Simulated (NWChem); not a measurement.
**Correlation energy of hydrogen cyanide (CHN)**

```
C
N 1 1.1672
H 1 1.0871 2 180.00
```
Charge 0, spin multiplicity 1.

Program: NWChem. The geometry was optimised at PBE/def2-SVP, a minimum by its harmonic frequencies.

Basis set: def2-SVP. Each correlation energy counts from its own Hartree-Fock reference.

The correlated methods keep 2 core orbitals frozen. No row is a measurement; the coupled-cluster row has its own basis-set and correlation limits.

Task: One of these methods gave a correlation energy of -296.4 mHa. Which?
(A) CCSD
(B) MP2
(C) SCS-MP2
(D) CR-CCSD(T)

Result: A, CCSD. The others give -282.8 (SCS-MP2), -288.7 (MP2), -306.3 (CR-CCSD(T)).
